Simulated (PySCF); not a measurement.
# How the numerical set-up moves the result for SiH⁻ (triplet)

The method stays; parts of the set-up, such as the basis or the Hamiltonian, are changed.

Program: PySCF 2.14.0. Level of theory: method and basis as typed in the scripts. These are calculated values, not measurements.

## 1. Starting geometry

SiH⁻ (triplet): 2 atoms, charge -1, spin multiplicity 3.

Bond lengths: Si1–H2 1.458 Å.

## 2. Base script

Input file input.py:

```python
from pyscf import gto, scf, mcscf

mol = gto.M(
    atom='Si 0 0 0; H 0 0 1.458',
    basis='cc-pvtz-dk',
    charge=-1,
    spin=2,
    verbose=4,
)
mf = scf.ROHF(mol)
mf = mf.sfx2c1e()
mf.kernel()
mc = mcscf.CASCI(mf, 3, 2)
mc.kernel()
mc.analyze()
mf.dip_moment()
print('orbital energies (hartree):', mf.mo_energy[..., max(0, mol.nelec[1]-3):mol.nelec[0]+3].round(4))
```

On the command line:

```sh
$ OMP_NUM_THREADS=1 python input.py
```

Its log is not repeated here.

Base result: E(SCF) = -290.051662 Eh, 8 cycles, E(CAS) − E(SCF) = 0.00000 Eh.

The bond length is a typed value, not an optimised one. The dipole of an ion depends on the origin. The triplet is typed in the script; nothing here shows that it is the ground state.

## 3. Cc-pvtz (X2C off)

Edit 1 changes basis set: cc-pvtz-dk → cc-pvtz; spin-free X2C: on → off.

Input file input.py:

```python
from pyscf import gto, scf, mcscf

mol = gto.M(
    atom='Si 0 0 0; H 0 0 1.458',
    basis='cc-pvtz',
    charge=-1,
    spin=2,
    verbose=4,
)
mf = scf.ROHF(mol)
mf.kernel()
mc = mcscf.CASCI(mf, 3, 2)
mc.kernel()
mc.analyze()
mf.dip_moment()
print('orbital energies (hartree):', mf.mo_energy[..., max(0, mol.nelec[1]-3):mol.nelec[0]+3].round(4))
```

On the command line:

```sh
$ OMP_NUM_THREADS=1 python input.py
```

## 4. Jorge-dzp-dkh

Edit 2 changes basis set: cc-pvtz-dk → jorge-dzp-dkh.

input.py, as its differences from that of step 2:

```diff
@@ -4,3 +4,3 @@
     atom='Si 0 0 0; H 0 0 1.458',
-    basis='cc-pvtz-dk',
+    basis='jorge-dzp-dkh',
     charge=-1,
```

## 5. Spin-free X2C off

Edit 3 changes spin-free X2C: on → off.

input.py, as its differences from that of step 2:

```diff
@@ -10,3 +10,2 @@
 mf = scf.ROHF(mol)
-mf = mf.sfx2c1e()
 mf.kernel()
```

Before running it: what results should come out? Wanted: for each run, E(SCF); from base.

The runs gave:

```csv
run,E(SCF) (hartree),from base (eV),cycles,functions
base,-290.051662,0,8,48
cc-pvtz (X2C off),-289.449466,not comparable,8,48
jorge-dzp-dkh,-290.036549,+0.4113,8,29
spin-free X2C off (poor choice),-289.312030,not comparable,8,48
```

jorge-dzp-dkh (29 functions) gives an energy 0.41 eV higher than cc-pvtz-dk (48). Rows marked «poor choice» come from settings spoiled on purpose.
